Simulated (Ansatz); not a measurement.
Pt2F3: from a trial structure to a relaxed crystal

Theory: DFT PBE, scalar-relativistic, plane waves, PAW (Ansatz). Cutoff 420 eV, Γ-centred k mesh, Gaussian smearing, no spin polarisation in the final step.

Pt2F3 was placed on the sites of a reported Ga3Ni2 cell (P-3m1, No. 164), with Pt in place of Ni, F in place of Ga, at a guessed volume.

```
Pt F
1.0
     3.85223    0.00000    0.00000
    -1.92612    3.33613    0.00000
     0.00000    0.00000    4.65122
Pt F
2 3
Direct
  0.33333 0.66667 0.13800
  0.66667 0.33333 0.86200
  0.00000 0.00000 0.00000
  0.33333 0.66667 0.62500
  0.66667 0.33333 0.37500
```

Steps on the 6×6×4 mesh (5 atoms). 12 of 12 steps are shown, and the free energy counts from the last. Trial steps that were taken back and renewals of the plane-wave basis can be among the rows.

```
step  ΔF (meV/atom) V (Å³/atom) P (GPa) largest force component (eV/Å)
   1          666.8        11.96    30.47                           1.262
   2          478.7        13.43     4.81                           0.721
   3          426.3        13.99    -1.93                           0.579
   4          316.4        14.54    -8.65                           1.228
   5          208.0        14.37    -8.49                           1.762
   6          120.8        13.74     0.47                           0.640
   7          108.8        13.90    -1.64                           0.028
   8          107.8        13.80    -0.09                           0.006
   9           27.3        13.80     7.22                           0.006
  10            6.1        14.32     2.38                           0.009
  11            5.2        14.65    -0.14                           0.003
  12            0.0        14.65     0.06                           0.003
```

A final relaxation ran on a 12×12×10 mesh. The relaxed crystal, P6/mmm (No. 191):

```
Pt F
1.0
     4.56654    0.00000    0.00000
    -2.28327    3.95474    0.00000
     0.00000    0.00000    4.05506
Pt F
2 3
Cartesian
  0.0000 2.6365 0.0000
  2.2833 1.3182 0.0000
  0.0000 0.0000 0.0000
  0.0000 2.6365 2.0275
  2.2833 1.3182 2.0275
```

- Volume per atom: 14.65 Å³
- Density: 10.14 g/cm³
- Energy over the elements: -0.52 eV/atom
- Gap on the 12×12×10 mesh: 0 eV (a metal)

The zero of energy is the elements' standard structures at the same level (F₂ as a molecule); no fitted shifts are applied.

The final run used a 12×12×10 mesh on its 5-atom cell and 0.10 eV smearing. The k mesh leaves about 4 meV/atom of noise in metals. Spin–orbit coupling is left out.

A structure relaxed within its symmetry needn't be a true minimum.

Cost: 3 runs of about 3 core-minutes in all, on Arm Neoverse V2 (shared hosts).